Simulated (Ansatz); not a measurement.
**A basis-limit estimate, worked out**

An elementary step of CH$_{6}$Si, closed shell (CH₆Si ([CH3][SiH3]) → CH₄Si ([CH3][SiH]) + H₂; bonds formed: H2–H3; bonds broken: Si1–H2, Si1–H3). “Start” is the structure reached by relaxing down from the saddle towards the reactants; PBE0-D4/def2-TZVP structures. The saddle:

Si1  (-0.755, -0.644, 0.243)
H2  (-0.842, -1.266, -1.160)
H3  (0.217, -1.329, -0.920)
H4  (-0.071, -1.691, 1.056)
C5  (0.230, 0.975, 0.205)
H6  (1.276, 0.856, 0.484)
H7  (0.179, 1.411, -0.796)
H8  (-0.234, 1.689, 0.889)
(Å)

Program: Ansatz 0.2.0. Basis: def2-TZVPP and def2-QZVPP. Cores are frozen in the correlated methods.

Energies in eV:

| quantity | saddle | start |
| --- | --- | --- |
| Hartree–Fock, triple zeta (X = 3) | -8985.00656 | -8988.50396 |
| Hartree–Fock, quadruple zeta (X = 4) | -8985.31337 | -8988.81198 |
| MP2 correlation, X = 3 | -9.29101 | -8.65908 |
| MP2 correlation, X = 4 | -9.86772 | -9.22260 |
| CCSD(T) correlation, X = 3 | -10.73779 | -10.03576 |

Question: Work out the barrier at the basis limit: extrapolate Hartree–Fock as E(X) = E∞ + A exp(−7.88 √X) and the MP2 correlation as E(X) = E∞ + B X^−2.97 (the exponents that Neese and Valeev fitted for def2-TZVPP and QZVPP), then add CCSD(T) − MP2 in triple zeta.

Answer: Each step is linear, so take the differences first (saddle − start): Hartree–Fock 3.49740 (X = 3) and 3.49861 (X = 4); MP2 correlation -0.63193 and -0.64512; CCSD(T) correlation -0.70203.
Two points give E∞ = E(4) + w [E(4) − E(3)], with w = 1/(exp(7.88 (2 − √3)) − 1) = 0.1377 for Hartree–Fock and w = 1/((4/3)^2.97 − 1) = 0.7407 for the correlation.
Hartree–Fock: 3.49861 + 0.1377 × 0.00121 = 3.4988 eV.
MP2 correlation: -0.64512 + 0.7407 × (-0.01319) = -0.6549 eV.
CCSD(T) − MP2: -0.70203 − (-0.63193) = -0.0701 eV.
Sum: 3.4988 + (-0.6549) + (-0.0701) = 2.7738 eV, or 63.97 kcal/mol. Plain CCSD(T) in triple zeta gives 2.7954 eV, so the larger basis shifts the result by -0.0216 eV.

T1 diagnostic: at most 0.013. The restricted Hartree–Fock reference is unstable towards an unrestricted one at one or more of these structures.

Losses and insertions of silylenes and their heavier kin drive the gas-phase chemistry of silicon and germanium vapour deposition.

Labels in which every atom is bracketed show which atoms are joined, not bond orders.

For scale, one of the runs: CCSD(T)/def2-TZVPP, 157 basis functions, launched by `ansatz run in.yaml --threads 2 --pin off --events-out ev --progress --plain --max-ram 4352MiB`. Time: 5.5 s of wall clock on 2 CPU threads of an Intel Xeon 6975P-C; the host was shared. Peak host memory: 1.2 GiB.
